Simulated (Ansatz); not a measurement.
A made-up structure of CH6BN, closed shell:

B1  (0.389, 1.224, -0.118)
C2  (0.290, -0.312, -0.220)
N3  (-0.540, -1.002, 0.744)
H4  (1.209, 1.797, -0.775)
H5  (-0.079, -1.119, 1.647)
H6  (-0.060, -0.395, -1.280)
H7  (1.290, -0.762, -0.254)
H8  (-0.802, -1.927, 0.433)
H9  (-1.388, -0.485, 0.934)
(Å)

It is relaxed with PBE-D4/def2-SVP and then PBE0-D4/def2-TZVP (Ansatz 0.2.0). Atoms count as bonded within 1.22 times the sum of their covalent radii (H–H: 0.88 Å). The end point is not checked to be a true minimum.

Q: Does its bonding change? (A judgement: the text doesn't fix the answer.)

A: By the calculation: Yes. Formed: B1–H9; broken: N3–H9.

Where it ends: The first stage lowers the energy by 3.59 eV in 26 steps. It ends as CH₆BN ([BH2][CH2][NH2]):
B1  (-0.036, 0.944, -0.057)
C2  (0.452, -0.518, -0.018)
N3  (-0.226, -1.434, 0.875)
H4  (0.620, 1.759, -0.638)
H5  (-0.070, -2.401, 0.623)
H6  (0.352, -0.767, -1.105)
H7  (1.536, -0.560, 0.145)
H8  (-1.223, -1.270, 0.880)
H9  (-1.096, 1.266, 0.404)
(Å)

Labels in which every atom is bracketed show which atoms are joined, not bond orders.

For scale, one of the runs: PBE0-D4/def2-TZVP relaxation, 129 basis functions, launched by `ansatz run in.yaml --threads 2 --pin off --events-out ev --progress --plain --max-ram 4352MiB`. Hardware: 2 CPU threads of an Arm Neoverse V1, shared host. Wall time about 24 s.
